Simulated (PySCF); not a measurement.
Computed with PySCF (xtb for GFN2) and rigid-rotor harmonic-oscillator thermochemistry at 1 bar. Table values come from the NASA 1993 polynomials. All species are closed-shell singlets. The harmonic model lacks anharmonicity and excited electronic states, which grow with temperature; levels with a mode under 35 cm⁻¹ are left out. The table's entry may be an old estimate for HOF (not checked at source).

Harmonic frequencies at GFN2-xTB (cm⁻¹): 950, 1253, 3452. Point group Cs; S°(298 K) = 226.0 J/mol/K at this level.

Q: Work out Cp and S° of gaseous HOF at 500, 800, 1200, 1600, 2000 K from these, and set them beside the table.

A: 
```tsv
T (K)	Cp GFN2-xTB	Cp table	S° GFN2-xTB	S° table
500	41.0	40.9	245.8	246.6
800	46.0	45.8	266.2	267.0
1200	50.0	49.6	285.7	286.3
1600	52.5	52.2	300.5	301.0
2000	54.1	53.9	312.4	312.8
```
Units J/mol/K.
